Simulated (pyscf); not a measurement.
`[NH2][GeH2][F]` + `[H]` [doublet] -> `[NH2][GeH][F]` [doublet] + `[H][H]`, a hydrogen abstraction (doublet surface; Ge–H broken, H–H formed). PySCF, gas phase, ωB97X-D3(BJ)/def2-SVP geometries. Energies in kJ/mol from the separated reactants.

Small-basis levels: PySCF, no dispersion term, spherical d functions. AM1 to PM7: differences of heats of formation from MOPAC. Open shells are spin-unrestricted. 

```
level                    barrier  reaction energy
-----------------------  -------  ---------------
HF/STO-3G                   51.5            -48.4
HF/3-21G                    37.0            -20.7
HF/6-31G*+LANL2DZ              …            -37.2
MP2/6-31G*+LANL2DZ          35.7            -52.3
BP86/6-31G*+LANL2DZ        -10.2           -103.1
B3LYP/3-21G                 -5.8            -82.3
M06-2X/6-31G*+LANL2DZ       18.0            -66.3
B3LYP/6-311+G**+LANL2DZ      2.5            -93.3
B3LYP/def2-SVP                 …            -86.9
AM1                        -25.4           -195.1
PM3                        -70.2           -242.6
PM7                        -58.4           -260.8
ωB97M-D3(BJ)/def2-TZVP         …            -83.1
```

Problem. Some entries are withheld; supply them.

Solution. 
- HF/6-31G*+LANL2DZ, barrier: 41.2
- B3LYP/def2-SVP, barrier: -0.5
- ωB97M-D3(BJ)/def2-TZVP, barrier: 15.5

Against the last row the barrier runs from -85.7 (PM3) to +36.0 kJ/mol (HF/STO-3G). At BP86/6-31G*+LANL2DZ, B3LYP/3-21G, B3LYP/def2-SVP, AM1, PM3, PM7 this geometry lies under one side, so the entry may be no barrier of that level: it is a single point on another level's saddle. ωB97M-D3(BJ)/def2-TZVP has limits of its own. One saddle was located; it need not be the lowest between these sides. The angle at the transferred H is 177°. In the def2 sets elements up to Kr have no core potential.
